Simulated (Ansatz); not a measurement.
The inner images of a band of CH2Cl2 + H (6 atoms, charge 0, multiplicity 2) are given out of order.

Level of theory: UKS PBE/6-31G* in Ansatz.

First end point:

```xyz
6
Properties=species:S:1:pos:R:3
H 0.160 0.553 -0.046
C -0.124 -0.451 0.296
Cl 1.082 -1.614 -0.337
Cl -1.792 -0.778 -0.267
H 0.790 2.808 -1.037
H -0.117 -0.518 1.391
```

Last end point:

```xyz
6
Properties=species:S:1:pos:R:3
H 0.492 1.737 -0.522
C -0.231 -0.826 0.366
Cl 1.011 -1.823 -0.282
Cl -1.841 -0.993 -0.213
H 0.686 2.425 -0.756
H -0.117 -0.520 1.408
```

Put them in order from the first end to the last, with their energies above the first end.
A.
```xyz
6
Properties=species:S:1:pos:R:3
H 0.175 0.611 -0.120
C -0.105 -0.382 0.258
Cl 1.099 -1.560 -0.348
Cl -1.778 -0.724 -0.279
H 0.695 2.465 -0.867
H -0.086 -0.410 1.355
```
B.
```xyz
6
Properties=species:S:1:pos:R:3
H 0.242 0.853 -0.240
C -0.085 -0.310 0.203
Cl 1.118 -1.459 -0.382
Cl -1.742 -0.628 -0.313
H 0.503 1.776 -0.566
H -0.036 -0.231 1.297
```
C.
```xyz
6
Properties=species:S:1:pos:R:3
H 0.340 1.200 -0.349
C -0.154 -0.555 0.288
Cl 1.093 -1.541 -0.370
Cl -1.764 -0.711 -0.301
H 0.536 1.894 -0.610
H -0.051 -0.288 1.341
```
D.
```xyz
6
Properties=species:S:1:pos:R:3
H 0.193 0.679 -0.178
C -0.087 -0.319 0.224
Cl 1.115 -1.501 -0.366
Cl -1.761 -0.666 -0.296
H 0.598 2.116 -0.704
H -0.058 -0.310 1.321
```
E.
```xyz
6
Properties=species:S:1:pos:R:3
H 0.417 1.471 -0.438
C -0.195 -0.700 0.337
Cl 1.054 -1.672 -0.331
Cl -1.799 -0.843 -0.262
H 0.610 2.156 -0.689
H -0.086 -0.412 1.384
```

A (+1.0 kJ/mol), D (+7.0 kJ/mol), B (+19.6 kJ/mol), C (-12.3 kJ/mol), E (-22.4 kJ/mol).

Run time: 34 s on 2 threads of AMD EPYC 9R14 (Zen 4) (shared host), peak memory 0.14 GiB.
